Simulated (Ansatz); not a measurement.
```yaml
crystal:
  periodic: [false, false, false]
  atoms:
    - {symbol: Ta, position_ang: [0.000000, 0.000000, -1.560454]}
    - {symbol: O, position_ang: [0.000000, 0.000000, 0.298088]}
    - {symbol: H, position_ang: [0.000000, 0.000000, 1.262366]}
basis:
  gaussian: {orbitals: def2-TZVP}
hamiltonian: {xc: pbe0}
relax: {f_tol: 0.004, max_steps: 80}
```

```sh
$ ansatz run in.yaml --threads 1 --pin off --events-out ev --progress --plain --max-ram 2176MiB
```

Steps of the relaxation (energy above the last step; positions in Å, forces in eV/Å):

```
3
step 1, 58.3 meV
Ta    0.000    0.000   -1.560    0.000    0.000    1.857
O     0.000    0.000    0.298    0.000    0.000   -1.263
H     0.000    0.000    1.262    0.000    0.000   -0.594
```

```
3
step 2, 0.4 meV
Ta    0.000    0.000   -1.522    0.000    0.000    0.144
O     0.000    0.000    0.283    0.000    0.000   -0.038
H     0.000    0.000    1.239    0.000    0.000   -0.106
```

```
3
step 3, 0.0 meV
Ta    0.000    0.000   -1.519    0.000    0.000   -0.009
O     0.000    0.000    0.283    0.000    0.000    0.015
H     0.000    0.000    1.236    0.000    0.000   -0.005
```

```
3
step 4, 0.0 meV
Ta    0.000    0.000   -1.519    0.000    0.000    0.000
O     0.000    0.000    0.283    0.000    0.000    0.000
H     0.000    0.000    1.236    0.000    0.000    0.000
```

Close pairs at the end: O2–H3 0.954 Å, Ta1–O2 1.802 Å, Ta1–H3 2.756 Å.

A stationary point of restricted PBE0 after 4 steps (its stability towards spin polarisation wasn't tested); no frequencies were run, so it isn't proven a minimum. 7.5 s on 1 thread of Arm Neoverse V2, shared host.
